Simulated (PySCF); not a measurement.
Silicon: highly charged ions in a basis for the neutral atom

Si⁷⁺ [He] 2s2 2p3, Si⁸⁺ [He] 2s2 2p2. All numbers are calculated (PySCF 2.14, the non-relativistic Hamiltonian (point nucleus), in cc-pV(T+d)Z (5s4p3d1f, 39 functions)). No spin-orbit coupling, so a gap to NIST mixes the basis error with missing relativistic terms.

Changed run: basis of the neutral atom used for a highly charged ion. This setting is unsound on purpose.

```tsv
species	method	sound run (hartree)	changed run (hartree)	converged
Si⁷⁺	UHF	not run	-262.50268	yes
Si⁷⁺	r2SCAN	not run	-262.68616	yes
Si⁷⁺	BP86	not run	-262.70337	yes
Si⁸⁺	UHF	not run	-251.25445	yes
Si⁸⁺	r2SCAN	not run	-251.40522	yes
Si⁸⁺	BP86	not run	-251.45131	yes
```

Ionisation energy of Si⁷⁺:

| method | changed run (eV) | NIST (eV) |
| --- | --- | --- |
| UHF | 306.08 | 303.59 ± 0.05 |
| r2SCAN | 306.97 | 303.59 ± 0.05 |
| BP86 | 306.18 | 303.59 ± 0.05 |

The contracted functions were made for the neutral atom and can be too rigid for a highly charged ion.
